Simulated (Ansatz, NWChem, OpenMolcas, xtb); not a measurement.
## Loss of CH4: C4H5N → C3HN + CH4

Species: C4H5N (pyrrole) `c1cc[nH]c1`, singlet; C3HN (cyanoacetylene) `C#CC#N`, singlet; CH4 (methane) `C`, singlet. 

Shapes, held fixed at every level: PBE0-D4/def2-TZVP. Programs: Ansatz 0.2.0, NWChem 7.3.0, OpenMolcas 26.06, xtb 6.7.1. A level may come from different programs for different species; with the same settings they agree closely. Electronic energies: no zero-point or thermal term.

```tsv
level	kind	ΔE (kJ/mol)
GFN1-xTB	semi-empirical	+262.9
HF/STO-3G	Hartree–Fock	+237.2
HF/3-21G	Hartree–Fock	+149.8
HF/def2-SVP	Hartree–Fock	+197.9
B3LYP/6-31G* (Cartesian functions)	global hybrid	+197.8
PBE0/def2-SVP	global hybrid	+288.2
```

PBE0/def2-SVP gives ΔE = +288.2 kJ/mol; the levels span +149.8 to +288.2. The median of the levels is +217.6. No measured value is set beside it here. Rows in sets without polarisation functions are far from converged.
